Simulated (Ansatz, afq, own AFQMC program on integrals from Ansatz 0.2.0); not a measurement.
# CH2B (doublet): quantum Monte Carlo beside coupled cluster at distance B1–C2 = 1.073 Å, cc-pVDZ

How near does AFQMC come to the top of the ladder for CH2B (doublet)?

Program: Ansatz 0.2.0, Gaussian basis, and an in-house AFQMC program (afq) on its integrals; all values are calculated. Level of theory: cc-pVDZ, frozen cores. These are calculated values, not measurements.

The runs, in order: PBE (unrestricted); r2SCAN (unrestricted); PBE0 (unrestricted); B3LYP (unrestricted); wB97M-V (unrestricted); B2PLYP (unrestricted); CCSD(T) on UHF; CCSDT(Q) on UHF; Phaseless AFQMC, CISD trial on UHF.

## 1. The geometry

The geometry derives from a PBE0/def2-TZVP stationary point (not a proven minimum). One bond is set to the value named and the two fragments are kept rigid.

4 atoms, charge 0, spin multiplicity 2.

Atoms are counted from 1 here; the program's logs count them from 0.

Bond lengths: B1–C2 1.073 Å, B1–H3 1.172 Å, C2–H4 1.070 Å. Angles: C2–B1–H3 180.0°, B1–C2–H4 180.0°.

As a file:

```
B     0.0000    0.0000    0.5108
C     0.0000    0.0000   -0.5622
H     0.0000    0.0000    1.6832
H     0.0000    0.0000   -1.6318
```

## 2. PBE (unrestricted)

in.yaml

```yaml
crystal:
  periodic: [false, false, false]
  atoms:
    - {symbol: B, position_ang: [0.000000, 0.000000, 0.510788]}
    - {symbol: C, position_ang: [0.000000, 0.000000, -0.562212]}
    - {symbol: H, position_ang: [0.000000, 0.000000, 1.683248]}
    - {symbol: H, position_ang: [0.000000, 0.000000, -1.631824]}
basis:
  gaussian: {orbitals: cc-pVDZ}
magnetization: {spin_polarized: true, initial_magnetization: 1}
hamiltonian: {xc: {name: PBE}}
output: {orbitals: {seedname: orbitals}}
```

On the command line:

```console
> ansatz run in.yaml --threads 1 --pin off --events-out ev --progress --plain --max-ram 1382MiB
```

Standard output:

```text
Functional definition: PBE
  name "PBE"
  cite "Perdew, Burke & Ernzerhof, Phys. Rev. Lett. 77, 3865 (1996) doi:10.1103/PhysRevLett.77.3865"
  parent pbe
  parameter kappa = 0.804
  parameter beta = 0.06672455060314922
  exchange = pbe_x(kappa = kappa, mu = beta*pi^2/3)
  correlation = pbe_c(beta = beta)
450 factors; their error is unknown
mean field evaluation 1: about -1729.3662 eV, gradient 3.1e1 eV
mean field evaluation 2: about -1724.8690 eV, gradient 4.1e1 eV
mean field evaluation 4: about -1734.9016 eV, gradient 2.7e0 eV
mean field evaluation 8: about -1734.9463 eV, gradient 2.4e-2 eV
mean field evaluation 16: about -1734.8340 eV, gradient 3.6e0 eV
mean field -1734.93078223 eV, -63.7575302687 hartree, gradient 3.2e-5 eV, S^2 0.752090; 1 other end points of the search recorded, 0 dependent functions left out
reference -1734.93080727 eV, -63.7575311890 hartree; 7, 6 occupied and 31, 32 virtual orbitals, 450 factors
Total energy: -1734.93080727 eV, -63.7575311890 hartree
```

Run time: 0.91 s. Hardware: 1 thread of Intel Xeon Platinum 8259CL at 2.50GHz (Skylake/Cascade Lake), shared host.

From the report: ⟨S²⟩ of the determinant 0.752 (pure doublet: 0.75).

## 3. r2SCAN (unrestricted)

Changes to in.yaml since step 2:

```diff
@@ -10,3 +10,2 @@
 magnetization: {spin_polarized: true, initial_magnetization: 1}
-hamiltonian: {xc: {name: PBE}}
-output: {orbitals: {seedname: orbitals}}
+hamiltonian: {xc: {name: r2SCAN}}
```

Same command.

Standard output:

```text
Functional definition: r2SCAN
  name "r2SCAN"
  cite "Furness, Kaplan, Ning, Perdew & Sun, J. Phys. Chem. Lett. 11, 8208 (2020) doi:10.1021/acs.jpclett.0c02405"
  cite "Furness, Kaplan, Ning, Perdew & Sun, J. Phys. Chem. Lett. 11, 9248 (2020) doi:10.1021/acs.jpclett.0c03077"
  parent r2scan
  parameter k0 = 0.174
  parameter k1 = 0.065
  parameter a1 = 4.9479
  exchange = r2scan_x(k0 = k0, k1 = k1, a1 = a1)
  correlation = r2scan_c
450 factors; their error is unknown
mean field evaluation 1: about -1732.1835 eV, gradient 2.8e1 eV
mean field evaluation 2: about -1731.2369 eV, gradient 3.1e1 eV
mean field evaluation 4: about -1736.6145 eV, gradient 1.5e0 eV
mean field evaluation 8: about -1736.6143 eV, gradient 5.3e-2 eV
mean field evaluation 16: about -1736.4551 eV, gradient 4.7e0 eV
mean field -1736.61433406 eV, -63.8193996571 hartree, gradient 2.7e-5 eV, S^2 0.753915; 1 other end points of the search recorded, 0 dependent functions left out
reference -1736.61434233 eV, -63.8193999610 hartree; 7, 6 occupied and 31, 32 virtual orbitals, 450 factors
Total energy: -1736.61434233 eV, -63.8193999610 hartree
```

Wall time 1.7 s (1 thread of Intel Xeon Platinum 8259CL at 2.50GHz (Skylake/Cascade Lake), shared host).

From the report: ⟨S²⟩ of the determinant 0.754 (pure doublet: 0.75).

## 4. PBE0 (unrestricted)

Changes to in.yaml since step 3:

```diff
@@ -10,2 +10,3 @@
 magnetization: {spin_polarized: true, initial_magnetization: 1}
-hamiltonian: {xc: {name: r2SCAN}}
+hamiltonian: {xc: {name: PBE0}}
+output: {orbitals: {seedname: orbitals}}
```

Launched as before.

Standard output:

```text
Functional definition: PBE0
  name "PBE0"
  cite "Adamo & Barone, J. Chem. Phys. 110, 6158 (1999) doi:10.1063/1.478522"
  cite "Perdew, Burke & Ernzerhof, Phys. Rev. Lett. 77, 3865 (1996) doi:10.1103/PhysRevLett.77.3865"
  parent pbe
  parameter a = 0.25
  parameter kappa = 0.804
  parameter beta = 0.06672455060314922
  exchange = (1 - a)*pbe_x(kappa = kappa, mu = beta*pi^2/3) + a*exact_x
  correlation = pbe_c(beta = beta)
350 factors; integrals over basis functions are off by at most 1.3e-3 eV
mean field evaluation 1: about -1731.8702 eV, gradient 2.5e1 eV
mean field evaluation 2: about -1732.3124 eV, gradient 2.4e1 eV
mean field evaluation 4: about -1735.4255 eV, gradient 8.3e-1 eV
mean field evaluation 8: about -1735.4289 eV, gradient 3.7e-3 eV
mean field -1735.42891783 eV, -63.7758364145 hartree, gradient 5.7e-6 eV, S^2 0.752507; 0 other end points of the search recorded, 0 dependent functions left out
reference -1735.42893676 eV, -63.7758371100 hartree; 7, 6 occupied and 31, 32 virtual orbitals, 350 factors
Total energy: -1735.42893676 eV, -63.7758371100 hartree
```

Run time: 0.72 s. Hardware: 1 thread of Intel Xeon Platinum 8259CL at 2.50GHz (Skylake/Cascade Lake), shared host.

From the report: ⟨S²⟩ of the determinant 0.753 (pure doublet: 0.75).

## 5. B3LYP (unrestricted)

Changes to in.yaml since step 4:

```diff
@@ -10,3 +10,2 @@
 magnetization: {spin_polarized: true, initial_magnetization: 1}
-hamiltonian: {xc: {name: PBE0}}
-output: {orbitals: {seedname: orbitals}}
+hamiltonian: {xc: {name: B3LYP}}
```

Same command.

Standard output, shortened:

```text
Functional definition: B3LYP
  name "B3LYP"
  cite "Stephens, Devlin, Chabalowski & Frisch, J. Phys. Chem. 98, 11623 (1994) doi:10.1021/j100096a001"
  cite "Becke, Phys. Rev. A 38, 3098 (1988) doi:10.1103/PhysRevA.38.3098"
  cite "Lee, Yang & Parr, Phys. Rev. B 37, 785 (1988) doi:10.1103/PhysRevB.37.785"
  cite "Vosko, Wilk & Nusair, Can. J. Phys. 58, 1200 (1980) doi:10.1139/p80-159"
[...]
350 factors; integrals over basis functions are off by at most 1.3e-3 eV
[...]
mean field -1738.09347036 eV, -63.8737569136 hartree, gradient 3.0e-5 eV, S^2 0.751913; 0 other end points of the search recorded, 0 dependent functions left out
reference -1738.09364323 eV, -63.8737632666 hartree; 7, 6 occupied and 31, 32 virtual orbitals, 350 factors
Total energy: -1738.09364323 eV, -63.8737632666 hartree
```

Run time: 0.75 s. Hardware: 1 thread of Intel Xeon Platinum 8259CL at 2.50GHz (Skylake/Cascade Lake), shared host.

From the report: ⟨S²⟩ of the determinant 0.752 (pure doublet: 0.75).

## 6. wB97M-V (unrestricted)

Changes to in.yaml since step 5:

```diff
@@ -10,2 +10,3 @@
 magnetization: {spin_polarized: true, initial_magnetization: 1}
-hamiltonian: {xc: {name: B3LYP}}
+hamiltonian: {xc: {name: wB97M-V}}
+output: {orbitals: {seedname: orbitals}}
```

Launched as before.

Standard output, shortened:

```text
Functional definition: wB97M-V
  name "wB97M-V"
  cite "Mardirossian & Head-Gordon, J. Chem. Phys. 144, 214110 (2016) doi:10.1063/1.4952647"
  cite "Becke, J. Chem. Phys. 107, 8554 (1997) doi:10.1063/1.475007"
  cite "Vydrov & Van Voorhis, J. Chem. Phys. 133, 244103 (2010) doi:10.1063/1.3521275"
  # Of w^i u^j: cxij and so on, Table III.
[...]
  gx(w, u) = 1 - cx + cx01*u + cx10*w
  gss(w, u) = css00 + css04*u^4 + css10*w + css20*w^2 + css43*w^4*u^3
  gos(w, u) = cos00 + cos10*w + (cos20 + cos21*u)*w^2 + (cos60 + cos61*u)*w^6
[...]
      + integral(e_c_pw_mod_opposite_spin*gos(b97_w_opposite, b97_u_opposite)) + vv10(b, c)
350 factors; integrals over basis functions are off by at most 1.3e-3 eV
125 factors; integrals over basis functions are off by at most 1.2e-5 eV
[...]
mean field -1736.89353336 eV, -63.8296600421 hartree, gradient 4.9e-5 eV, S^2 0.751697; 0 other end points of the search recorded, 0 dependent functions left out
reference -1736.89356334 eV, -63.8296611440 hartree; 7, 6 occupied and 31, 32 virtual orbitals, 350 factors
Total energy: -1736.89356334 eV, -63.8296611440 hartree
```

Wall time 2 s (1 thread of Intel Xeon Platinum 8259CL at 2.50GHz (Skylake/Cascade Lake), shared host).

From the report: ⟨S²⟩ of the determinant 0.752 (pure doublet: 0.75).

## 7. B2PLYP (unrestricted)

Changes to in.yaml since step 6:

```diff
@@ -10,3 +10,3 @@
 magnetization: {spin_polarized: true, initial_magnetization: 1}
-hamiltonian: {xc: {name: wB97M-V}}
-output: {orbitals: {seedname: orbitals}}
+hamiltonian: {xc: {name: B2PLYP}}
+correlation: {electrons: outside_noble_gas}
```

Launched as before.

Standard output, shortened:

```text
Functional definition: B2PLYP
  name "B2PLYP"
  cite "Grimme, J. Chem. Phys. 124, 034108 (2006) doi:10.1063/1.2148954"
  cite "Becke, Phys. Rev. A 38, 3098 (1988) doi:10.1103/PhysRevA.38.3098"
  cite "Lee, Yang & Parr, Phys. Rev. B 37, 785 (1988) doi:10.1103/PhysRevB.37.785"
[...]
350 factors; integrals over basis functions are off by at most 1.3e-3 eV
[...]
mean field -1734.21526128 eV, -63.7312353589 hartree, gradient 2.9e-6 eV, S^2 0.752936; 0 other end points of the search recorded, 0 dependent functions left out
2 core orbitals not correlated: weight in the atoms' cores, before any rotation towards them, 1.000 or more for the frozen orbitals, at most 0.000 for the correlated occupied ones
reference -1734.21537175 eV, -63.7312394184 hartree; 5, 4 occupied and 31, 32 virtual orbitals, 350 factors
second order -5.56281137 eV of doubles, -0.00000000 eV of singles
Total energy: -1735.71733082 eV, -63.7864353962 hartree
```

It took 0.87 s on 1 thread of Intel Xeon Platinum 8259CL at 2.50GHz (Skylake/Cascade Lake), shared host.

From the report: ⟨S²⟩ of the determinant 0.753 (pure doublet: 0.75).

## 8. CCSD(T) on UHF

Changes to in.yaml since step 7:

```diff
@@ -10,3 +10,2 @@
 magnetization: {spin_polarized: true, initial_magnetization: 1}
-hamiltonian: {xc: {name: B2PLYP}}
-correlation: {electrons: outside_noble_gas}
+correlation: {method: ccsd_t, electrons: outside_noble_gas, hamiltonian_folder: ham}
```

Same command.

Standard output, shortened:

```text
Functional definition: HF
  name "HF"
  cite "Fock, Z. Phys. 61, 126 (1930) doi:10.1007/BF01340294"
  parent pbe
[...]
350 factors; integrals over basis functions are off by at most 1.3e-3 eV
[...]
mean field -1726.62889817 eV, -63.4524416567 hartree, gradient 3.6e-6 eV, S^2 0.755604; 2 other end points of the search recorded, 0 dependent functions left out
2 core orbitals not correlated: weight in the atoms' cores, before any rotation towards them, 1.000 or more for the frozen orbitals, at most 0.000 for the correlated occupied ones
reference -1726.62889817 eV, -63.4524416567 hartree; 5, 4 occupied and 31, 32 virtual orbitals, 350 factors
second order -4.53398150 eV of doubles, -0.00000000 eV of singles
cycle   1  -5.08574633 eV  change   -5.5e-1 eV  update   4.8e-2
[...]
cycle   9  -5.27769486 eV  change    2.9e-6 eV  update   1.1e-5
perturbative correction -0.13060382 eV, -0.0047996019 hartree
Total energy: -1732.03719685 eV, -63.6511929673 hartree
```

Run time: 0.96 s. Hardware: 1 thread of Intel Xeon Platinum 8259CL at 2.50GHz (Skylake/Cascade Lake), shared host.

From the report: ⟨S²⟩ of the determinant 0.756 (pure doublet: 0.75); correlation -5.4083 eV; T1 0.009; largest double amplitude 0.05.

This run also writes the integrals to the folder ham.

## 9. CCSDT(Q) on UHF

Changes to in.yaml since step 8:

```diff
@@ -10,2 +10,2 @@
 magnetization: {spin_polarized: true, initial_magnetization: 1}
-correlation: {method: ccsd_t, electrons: outside_noble_gas, hamiltonian_folder: ham}
+correlation: {method: ccsdt_q, electrons: outside_noble_gas}
```

Launched as before.

Standard output, shortened:

```text
Functional definition: HF
  name "HF"
  cite "Fock, Z. Phys. 61, 126 (1930) doi:10.1007/BF01340294"
  parent pbe
[...]
655 factors; integrals over basis functions are off by at most 1.4e-7 eV
[...]
mean field -1726.62892081 eV, -63.4524424886 hartree, gradient 3.6e-6 eV, S^2 0.755604; 2 other end points of the search recorded, 0 dependent functions left out
2 core orbitals not correlated: weight in the atoms' cores, before any rotation towards them, 1.000 or more for the frozen orbitals, at most 0.000 for the correlated occupied ones
reference -1726.62892081 eV, -63.4524424886 hartree; 5, 4 occupied and 31, 32 virtual orbitals, 655 factors
second order -4.53399347 eV of doubles, -0.00000000 eV of singles
cycle   1  -5.08574138 eV  change   -5.5e-1 eV  update   5.6e-2
[...]
cycle  14  -5.42723007 eV  change    1.5e-7 eV  update   6.1e-7
perturbative correction -0.00663310 eV, -0.0002437621 hartree
Total energy: -1732.06278399 eV, -63.6521332771 hartree
```

It took 14 s on 1 thread of Intel Xeon Platinum 8259CL at 2.50GHz (Skylake/Cascade Lake), shared host.

From the report: ⟨S²⟩ of the determinant 0.756 (pure doublet: 0.75); correlation -5.4339 eV; T1 0.009; largest double amplitude 0.06.

## 10. Phaseless AFQMC, CISD trial on UHF

It reads the integrals that the CCSD(T) run on this determinant wrote.

On the command line:

```console
> afq ham --method phaseless --trial cisd --walkers 60 --populations 1 --least-time 40 --time-step 0.005 --steps-per-block 50 --equilibration-blocks 28 --max-blocks 300 --target-error 0.00036 --factor-cut 1e-05 --start spin_pure --seed 5304 --release-times 0.24,0.51,0.99,1.62,2.4 --release-step 0.03 --release-every 4 --taylor-order 6
```

Standard output:

```text
orbitals 36  electrons 5 4  factors 279 of 350
reference energy -63.45244166 Eh
CCSD correlation -0.19395168 Eh in 10 cycles, weight of the determinant in the CISD state 0.9169
energy of the start -63.646289 Eh
 block  time / (1/Eh)  mean weight  energy / Eh
     1     0.250  0.9999  -63.644556
     2     0.500  0.9995  -63.646667
     3     0.750  1.0015  -63.647473
     4     1.000  0.9993  -63.650619
     5     1.250  1.0034  -63.650745
     6     1.500  1.0002  -63.648949
     7     1.750  0.9996  -63.649790
     8     2.000  1.0002  -63.649328
     9     2.250  0.9983  -63.649775
    10     2.500  1.0012  -63.648062
    13     3.250  0.9989  -63.649978
    17     4.250  1.0016  -63.650849
    21     5.250  0.9978  -63.651379
    25     6.250  0.9999  -63.650052
    29     7.250  0.9981  -63.649038
    33     8.250  1.0002  -63.653176
    37     9.250  0.9999  -63.652800
    41    10.250  1.0033  -63.655991
    45    11.250  0.9987  -63.648921
    49    12.250  0.9991  -63.654272
    53    13.250  0.9988  -63.648300
    57    14.250  1.0010  -63.649083
    61    15.250  1.0007  -63.652649
    65    16.250  0.9996  -63.648924
    69    17.250  1.0002  -63.657271
    73    18.250  1.0006  -63.650875
    77    19.250  0.9989  -63.649400
    81    20.250  0.9986  -63.651712
    85    21.250  0.9986  -63.654926
    89    22.250  1.0021  -63.649430
    93    23.250  1.0001  -63.649148
    97    24.250  1.0018  -63.654382
   101    25.250  0.9996  -63.650611
   105    26.250  0.9989  -63.649815
   109    27.250  1.0002  -63.650002
   113    28.250  0.9994  -63.653535
   117    29.250  0.9982  -63.656191
   121    30.250  0.9995  -63.652104
   125    31.250  0.9999  -63.650149
   129    32.250  1.0009  -63.654685
   133    33.250  0.9975  -63.650587
   137    34.250  1.0014  -63.653015
   141    35.250  1.0012  -63.649384
   145    36.250  0.9995  -63.653460
   149    37.250  0.9991  -63.648825
   153    38.250  0.9997  -63.653221
   157    39.250  0.9990  -63.651868
   161    40.250  1.0002  -63.650865
   165    41.250  1.0001  -63.650816
   169    42.250  1.0002  -63.656019
   173    43.250  1.0003  -63.653647
   177    44.250  0.9984  -63.652050
   181    45.250  0.9994  -63.650872
   185    46.250  1.0009  -63.650587
blocks merged  error / Eh  count
     1  0.000198  160
     2  0.000234  80
     4  0.000232  40
     8  0.000195  20
    16  0.000197  10
released: time / (1/Eh)  energy / Eh  error  mean overlap
  0.24  -63.652312  0.000304  0.9892
  0.51  -63.652203  0.000366  0.9964
  0.99  -63.652306  0.000372  0.9808
  1.62  -63.652256  0.000406  0.9999
  2.40  -63.652108  0.000615  0.9897
energy -63.652102 +/- 0.000232 Eh
```

Wall time 4.6 min (1 thread of Intel Xeon Platinum 8259CL at 2.50GHz (Skylake/Cascade Lake), shared host).

Energy -1732.0619 ± 0.0063 eV. Caveats: constraint bias not in the error.

## 11. All levels side by side

On the UHF determinant, counted from CCSDT(Q) (a yardstick, not exact):

| level | energy (eV) | from CCSDT(Q) (kcal/mol) | statistical error (kcal/mol) | time |
| --- | --- | --- | --- | --- |
| HF | -1726.6289 | +125.31 |  |  |
| MP2 | -1731.1629 | +20.75 |  |  |
| CCSD | -1731.9066 | +3.60 |  |  |
| CCSD(T) | -1732.0372 | +0.59 |  |  |
| CCSDT(Q) | -1732.0628 | 0.00 |  |  |
| Phaseless AFQMC, CISD trial, step 0.005, 60 walkers | -1732.0619 | +0.02 | 0.15 | 4.6 min |

The functionals' totals stand on their own zeros and serve differences with other points: PBE -1734.931 eV; r2SCAN -1736.614 eV; PBE0 -1735.429 eV; B3LYP -1738.094 eV; wB97M-V -1736.894 eV; B2PLYP -1735.717 eV.

## 12. Outcome

| quantity | value |
| --- | --- |
| CCSD(T) on UHF from CCSDT(Q) | +0.59 kcal/mol |
| Phaseless AFQMC, CISD trial on UHF from CCSDT(Q) | +0.02 ± 0.15 kcal/mol |

What this shows: On UHF the phaseless walk with the CISD trial lies +0.02 kcal/mol from CCSDT(Q), within three error bars. Error bars are statistical and leave out the constraint, the time step and what remains of the start.
